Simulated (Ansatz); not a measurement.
**What a trial cell of W3F2 relaxes into**

All numbers below come from DFT PBE, scalar-relativistic, plane waves, PAW (Ansatz). Cutoff 420 eV, Γ-centred k mesh, Gaussian smearing, no spin polarisation in the final step.

The start puts W3F2 on the anti-corundum structure type (R-3c, No. 167), with F in place of Al, W in place of O, at a guessed volume.

```
CELL_PARAMETERS angstrom
2.81755 1.62671 5.12836
-2.81755 1.62671 5.12836
0.00000 -3.25343 5.12836
ATOMIC_POSITIONS crystal
W 0.05625 0.44375 0.75000
W 0.75000 0.05625 0.44375
W 0.44375 0.75000 0.05625
W 0.94375 0.55625 0.25000
W 0.25000 0.94375 0.55625
W 0.55625 0.25000 0.94375
F 0.85218 0.85218 0.85218
F 0.64782 0.64782 0.64782
F 0.14782 0.14782 0.14782
F 0.35218 0.35218 0.35218
```

Cell and atoms relax at zero pressure; the relaxation can't lower the symmetry of the start. After a coarse first stage the cell is made exact in the group found at 0.06 Å.

The zero of energy is the elements' standard structures at the same level (F₂ as a molecule); no fitted shifts are applied.

Q: What does it relax into?

A: It keeps R-3c (No. 167), but not the shape of the type it started on. Conventional cell: a = 5.749 Å, c = 15.301 Å. W is coordinated by 2 F at 2.18 Å and 2 W at 2.55 Å; F has 1 F at 2.18 Å and 3 W at 2.18 Å.

Space group R-3c:H (No. 167). a = 5.749 Å, b = 5.749 Å, c = 15.301 Å, α = 90.00°, β = 90.00°, γ = 120.00°
```json
{"atom": "W", "site": "18e", "symmetry": ".2", "x": "0.2559", "y": "0.0000", "z": "0.2500"}
{"atom": "F", "site": "12c", "symmetry": "3.", "x": "0.0000", "y": "0.0000", "z": "0.4288"}
```

Q: What are its volume, energy, density and gap?

A: The volume per atom is 14.60 Å³ and the density is 13.41 g/cm³. The energy over the elements is 0.19 eV/atom and the gap on the 12×12×12 mesh is 0 eV (a metal).

The final run used a 12×12×12 mesh on its 10-atom cell and 0.10 eV smearing. For metals, differences of a few meV/atom aren't resolved. Spin–orbit coupling is left out. Symmetry constrained the relaxation, so the result can be a saddle point.

Cost: 3 runs of about 16 core-minutes in all, on Intel Xeon Platinum 8259CL (Skylake/Cascade Lake) (shared hosts).